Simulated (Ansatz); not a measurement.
Relaxation of CH4OS2 (8 atoms, charge 0, multiplicity 1), to a largest force component of 0.015 eV/Å in at most 40 steps.

Level of theory: Ansatz, RKS BLYP/def2-SVP.

```xyz
8
Properties=species:S:1:pos:R:3:forces:R:3
O -0.949 0.653 -0.318 -2.47 1.34 -1.67
C 0.372 0.718 0.032 0.83 0.78 -0.65
S 0.763 -0.620 1.160 0.84 0.77 1.70
S 0.394 -2.280 0.068 -0.51 -1.12 -0.71
H -1.131 1.433 -0.959 0.23 -1.49 1.12
H 0.587 1.691 0.523 0.52 -0.01 0.55
H 1.018 0.654 -0.866 0.46 -0.08 -0.15
H -0.962 -2.308 0.304 0.09 -0.18 -0.18
```

Question: Where does it end, and by what steps?

Answer: The run converged. After 24 steps the energy has fallen by 0.430 eV; H5 moved furthest, 1.15 Å.

```tsv
step	energy less start (eV)	largest force component (eV/Å)	accepted
0	0.0000	2.471	yes
1	-0.2145	0.635	yes
2	-0.2600	0.402	yes
3	-0.2666	0.215	yes
4	-0.2713	0.198	yes
5	-0.2728	0.283	yes
6	-0.2730	0.380	yes
7	-0.2730	0.394	yes
8	-0.2731	0.467	yes
9	-0.2734	0.536	yes
10	-0.2847	0.249	yes
11	-0.2904	0.417	yes
12	-0.3031	0.186	yes
13	-0.2764	1.994	no
14	-0.3240	0.317	yes
15	-0.3405	0.832	yes
16	-0.3796	0.392	yes
17	-0.4117	0.135	yes
18	-0.4169	0.176	yes
19	-0.3951	1.231	no
20	-0.4267	0.117	yes
21	-0.4292	0.044	yes
22	-0.4294	0.029	yes
23	-0.4295	0.026	yes
24	-0.4295	0.005	yes
```

```xyz
8
Properties=species:S:1:pos:R:3
O -0.915 1.040 -0.300
C 0.428 0.918 0.054
S 0.842 -0.601 1.110
S 0.152 -2.121 -0.203
H -1.113 0.290 -0.901
H 0.703 1.769 0.711
H 1.116 0.889 -0.820
H -1.121 -2.241 0.294
```

The run took 42 s on 1 thread of Intel(R) Xeon(R) 6975P-C (Granite Rapids), with other jobs on the host, peak memory 0.16 GiB.
